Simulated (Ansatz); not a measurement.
# CH6BN: the cost of one run

All numbers below are computed with Ansatz 0.2.0 (RKS PBE/def2-SVP).

1 further run of the same task is left out (it didn't finish).

### Step 1. The system as given

Bond lengths: B1–N3 1.750 Å, N3–H4 1.060 Å, N3–H5 1.060 Å, B1–C6 1.600 Å, C6–H7 1.110 Å, C6–H8 1.110 Å, C6–H9 1.110 Å. Angles: B1–N3–H4 114.3°, B1–N3–H5 113.3°, H4–N3–H5 120.0°, N3–B1–C6 156.2°, B1–C6–H7 109.5°, B1–C6–H8 109.5°, B1–C6–H9 109.5°, H7–C6–H8 109.4°, H7–C6–H9 109.4°, H8–C6–H9 109.4°.

As a file:

```xyz
9

B     0.0000    0.0000    0.0000
H     0.6850    0.0000    1.2095
N     1.7396    0.0000    0.1903
H     2.2062   -0.9179   -0.0615
H     2.1910    0.9179   -0.0879
C    -1.3856    0.0000   -0.8000
H    -1.9458   -0.9305   -0.5708
H    -1.9898    0.8797   -0.4946
H    -1.1839    0.0508   -1.8903
```

### Step 2. Pulling towards end A

Springs on the bonds that form and break draw the guess towards this end; the thresholds are loose.

input.yaml

```yaml
crystal:
  periodic: [false, false, false]
  atoms:
    - { symbol: B, position_ang: [0.0, 0.0, 0.0] }
    - { symbol: H, position_ang: [0.685, 0.0, 1.2095] }
    - { symbol: "N", position_ang: [1.7396, 0.0, 0.1903] }
    - { symbol: H, position_ang: [2.2062, -0.9179, -0.0615] }
    - { symbol: H, position_ang: [2.191, 0.9179, -0.0879] }
    - { symbol: C, position_ang: [-1.3856, 0.0, -0.8] }
    - { symbol: H, position_ang: [-1.9458, -0.9305, -0.5708] }
    - { symbol: H, position_ang: [-1.9898, 0.8797, -0.4946] }
    - { symbol: H, position_ang: [-1.1839, 0.0508, -1.8903] }
basis:
  gaussian: { orbitals: def2-SVP }
hamiltonian:
  xc: pbe
relax:
  f_tol: 0.15
  max_steps: 25
  restrain:
    - { distance: [1, 2], at: 2.26, k: 30.0 }
    - { distance: [0, 1], at: 1.19, k: 30.0 }
    - { distance: [0, 2], at: 1.55, k: 30.0 }
```

Run with:

```
> ansatz run input.yaml --threads 1 --pin off --max-ram 2048MiB --backend cpu --events-out ev --progress --plain --runs-dir out
```

**Question.** How long does this run take on 1 thread of AMD EPYC 9R45 (Zen 5), shared host, and how much memory does it need?

About 7 s, with a peak of 0.15 GiB.
